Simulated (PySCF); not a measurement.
Species: F₄HP.
Bonds: F1–P2, P2–F3, P2–F4, P2–F5. Hydrogens: H6 on P2.

The same species was optimised twice, with GFN2-xTB and with PBE0-D3(BJ)/def2-SVP (PySCF), and the same property calculations (PySCF, gas phase) were run on both structures.

```tsv
coordinate	GFN2-xTB	PBE0-D3(BJ)/def2-SVP	change
P2–H6 (Å)	1.378	1.405	+0.027
P2–F3 (Å)	1.599	1.587	-0.012
P2–F5 (Å)	1.600	1.589	-0.011
P2–F4 (Å)	1.600	1.588	-0.012
F1–P2 (Å)	1.599	1.599	0.000
F5–P2–H6 (°)	92.4	90.4	-2.0
F1–P2–F3 (°)	87.6	89.6	+2.0
F4–P2–H6 (°)	92.5	90.6	-1.9
F1–P2–F4 (°)	87.5	89.4	+1.9
F1–P2–F5 (°)	87.5	89.3	+1.8
F3–P2–H6 (°)	92.6	90.8	-1.8
F4–P2–F5 (°)	120.1	120.6	+0.5
F1–P2–H6 (°)	179.8	179.6	-0.2
```

Rotational constants: A = 4464, B = 4441, C = 3472 MHz (GFN2-xTB) against A = 4447, B = 4406, C = 3517 MHz (PBE0-D3(BJ)/def2-SVP). Point groups within 0.08 Å: C3v and C3v. Atoms that the bonding makes alike are paired by their places after alignment.

On the GFN2-xTB structure: lowest singlet, TDDFT (eV) 10.09 [PBE0/def2-SVPD]; lowest triplet, Tamm–Dancoff (eV) 8.86 [PBE0/def2-SVPD]; isotropic polarisability (au) 27.2 [PBE0/def2-SVPD]; HOMO (eV) -11.33 [PBE0/def2-SVPD]; LUMO (eV) 0.15 [PBE0/def2-SVPD]; dipole (D) 1.94 [PBE0/def2-SVPD]; HOMO (eV) -11.22 [PBE0/pcSseg-1]; LUMO (eV) 0.42 [PBE0/pcSseg-1]; dipole (D) 2.05 [PBE0/pcSseg-1]; GIAO shielding of F1 (ppm) 218.1 [PBE0/pcSseg-1]; GIAO shielding of P2 (ppm) 342.7 [PBE0/pcSseg-1]; GIAO shielding of F3/F4/F5 (mean) (ppm) 203.7 [PBE0/pcSseg-1]; F1s of F1 (eV) 693.48 [delta-SCF UKS SCAN, pcX-2 on the ionised atom, pcseg-1 elsewhere, spin-free X2C]; P1s of P2 (eV) 2157.57 [delta-SCF UKS SCAN, pcX-2 on the ionised atom, pcseg-1 elsewhere, spin-free X2C]; P2p of P2 (eV) 143.27 [delta-SCF UKS SCAN, pcX-2 on the ionised atom, pcseg-1 elsewhere, spin-free X2C].

Question: What do these properties become on the PBE0-D3(BJ)/def2-SVP structure?

Answer: 
```
                                    property                                                                            level  on GFN2-xTB  on PBE0-D3(BJ)/def2-SVP  change
                  lowest singlet, TDDFT (eV)                                                                   PBE0/def2-SVPD        10.09                     9.76   -0.33
           lowest triplet, Tamm–Dancoff (eV)                                                                   PBE0/def2-SVPD         8.86                     8.50   -0.36
               isotropic polarisability (au)                                                                   PBE0/def2-SVPD         27.2                     27.2     0.0
                                   HOMO (eV)                                                                   PBE0/def2-SVPD       -11.33                   -10.90   +0.43
                                   LUMO (eV)                                                                   PBE0/def2-SVPD         0.15                     0.19   +0.04
                                  dipole (D)                                                                   PBE0/def2-SVPD         1.94                     1.55   -0.39
energy, GFN2-xTB geometry as zero (kcal/mol)                                                                   PBE0/def2-SVPD          0.0                     -1.0    -1.0
                                   HOMO (eV)                                                                    PBE0/pcSseg-1       -11.22                   -10.81   +0.41
                                   LUMO (eV)                                                                    PBE0/pcSseg-1         0.42                     0.50   +0.08
                                  dipole (D)                                                                    PBE0/pcSseg-1         2.05                     1.62   -0.43
energy, GFN2-xTB geometry as zero (kcal/mol)                                                                    PBE0/pcSseg-1          0.0                     -1.1    -1.1
                  GIAO shielding of F1 (ppm)                                                                    PBE0/pcSseg-1        218.1                    225.2    +7.1
                  GIAO shielding of P2 (ppm)                                                                    PBE0/pcSseg-1        342.7                    349.5    +6.8
     GIAO shielding of F3/F4/F5 (mean) (ppm)                                                                    PBE0/pcSseg-1        203.7                    207.1    +3.4
                              F1s of F1 (eV)  delta-SCF UKS SCAN, pcX-2 on the ionised atom, pcseg-1 elsewhere, spin-free X2C       693.48                   693.73   +0.25
                              P1s of P2 (eV)  delta-SCF UKS SCAN, pcX-2 on the ionised atom, pcseg-1 elsewhere, spin-free X2C      2157.57                  2157.54   -0.03
                              P2p of P2 (eV)  delta-SCF UKS SCAN, pcX-2 on the ionised atom, pcseg-1 elsewhere, spin-free X2C       143.27                   143.23   -0.04
```

The heavy atoms differ by 0.027 Å rms after alignment (one structure mirrored). Among all bonds P2–H6 changes most (+0.027 Å). Changes are differences of the printed values. Neither structure is proved a minimum here.
